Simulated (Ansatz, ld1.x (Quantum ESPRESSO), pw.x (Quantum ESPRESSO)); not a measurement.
From atom to crystal: TM potential for Al

Al (Z = 13), norm-conserving Troullier–Martins (Kleinman–Bylander form), made with ld1.x (Quantum ESPRESSO) 7.5 (PBEsol, scalar-relativistic). Core [Ne], reference 3s2 3p1. Waves: 3s (bound): rc 1.55 bohr; 3p (bound): rc 2.30 bohr; 3d channel at 0.1 Ry: rc 2.40 bohr. Local part: all-electron potential smoothed inside 1.35 bohr (lloc = -1). Core correction: Bessel-smoothed model core, default radius (core density twice the valence density).

Atomic tests: cutoffs needed: 12 Ry and 50 Ry (the cutoffs (Ry, on a coarse ladder) from which the occupation-weighted sum of valence levels, in a spherical-Bessel basis at the reference potential, stays within 10 and 1 mRy of its value at 400 Ry); ghost test: no extra level below or beside the all-electron valence levels (s, p, d, f tested) (spherical-Bessel basis up to 400 Ry, 20 bohr box); largest excitation error: +41 meV (all-electron minus pseudo) for 3s1 3p0, out of 7 test configurations.

Crystal test: diamond Al in pw.x 7.5, no spin, 8³ k-points, Fermi–Dirac smearing 0.01 Ry, cutoffs 60/240 Ry. The reference is all-electron LAPW (Ansatz 0.2.0) with the same functional, mesh and smearing; V0 and B0 come from Birch–Murnaghan fits to the pressures at five volumes. Errors are pseudo minus all-electron; Δ is the rms difference of the E(V) curves that follow from these fits, minima aligned, over ±6 % about the mean V0. Mesh and smearing are coarse, so the numbers serve the comparison and aren't converged zero-temperature values; the lattice is a test structure that the element need not adopt.

```
V (Å³/atom)  P all-electron (GPa)  P pseudo (GPa)
     25.621                  2.26            1.73
     26.295                  1.06            0.56
     26.969                  0.01           -0.46
     27.643                 -0.92           -1.36
     28.317                 -1.74           -2.15
```

All-electron: a0 = 5.998 Å (V0 = 26.97 Å³/atom), B0 = 39.5 GPa.

Pseudopotential: mean pressure error (GPa): -0.47; a0 (Å): 5.974; a0 error (%): -0.40; B0 error (%): +1.7; Δ (meV/atom): 2.8.

At the middle volume, how do free energy and pressure move when the wave cutoff is lowered (ecutrho kept at four times it)?

```csv
cutoff (Ry),shift of F (meV/atom),shift of P (GPa)
27,+26.3,-0.37
36,+10.6,+0.09
48,+7.6,-0.02
```

The run at the middle volume (29 k-points, 6 iterations) took about 9.2 s on one core of a shared host (Neoverse-V1, 32 threads, 247 GiB, load 17).
